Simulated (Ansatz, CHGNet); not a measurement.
Elastic constant C12 (GPa) of 22 elemental solids other than molecular ones, computed with the machine-learned potential CHGNet-r²SCAN (trained on r²SCAN data) and with r²SCAN (plane waves, PAW; Ansatz, a first-principles code). The set holds measured phases with no doubt noted on the run or the magnetic state but for the caveats below. 4 more of the class have both values but aren't in it, for one of these reasons: built or high-temperature cells, doubts on the run or the magnetic state, unlike cells, values of zero, layered or molecular crystals. Solids without a value at one level (not run, failed, or a magnetic order lost), or held back for tests, aren't counted.

All rows, in order of the shift (worked out from unrounded values):

| solid | CHGNet-r²SCAN | r²SCAN | shift (%) |
|---|---|---|---|
| hcp Be | 66.8 | 18.6 | -72 |
| diamond | 331 | 120 | -64 |
| hcp Cd | 79.6 | 41.3 | -48 |
| hcp Os | 443 | 237 | -46 |
| bcc K | 5.85 | 3.21 | -45 |
| fcc Ir | 366 | 249 | -32 |
| hcp Ti | 126 | 89.1 | -29 |
| hcp Zr | 82.6 | 65.1 | -21 |
| fcc Sr | 12.5 | 10.2 | -19.0 |
| diamond-structure Si | 71.2 | 61.6 | -13.5 |
| fcc Ag | 103 | 92.7 | -10.2 |
| hcp Sc | 46.4 | 42.9 | -7.6 |
| fcc Ca | 16.2 | 15.5 | -4.4 |
| hcp Mg | 26.4 | 26.0 | -1.6 |
| fcc Cu | 145 | 143 | -1.1 |
| bcc Na | 6.67 | 7.10 | +6.3 |
| fcc Al | 56.9 | 73.3 | +29 |
| diamond-structure Ge | 33.9 | 43.8 | +29 |
| hcp Tl | 22.7 | 30.0 | +32 |
| fcc Pb | 29.7 | 40.9 | +38 |
| hcp Y | 19.5 | 29.1 | +50 |
| bcc Li | 7.40 | 12.2 | +65 |

The shift from CHGNet-r²SCAN to r²SCAN has a median of -8.9 %, and eight in ten lie between -48 % and +37 %; r²SCAN is the larger in 7 of 22. Each level is at its own cell, so the shift holds the change of volume too.

Ansatz's runs of these crystals have no spin polarisation. Meta-GGA and hybrid levels favour moments, which can bear on hcp Sc, hcp Ti, hcp Y.

Spin–orbit coupling is left out, also for the solids with elements from indium on (hcp Os, hcp Tl, fcc Ir, fcc Pb); its size isn't shown.

Each level is taken at its own relaxed cell. Ansatz's density-functional and Hartree–Fock values are scalar-relativistic unless marked +SOC, with PAW data made under PBE.
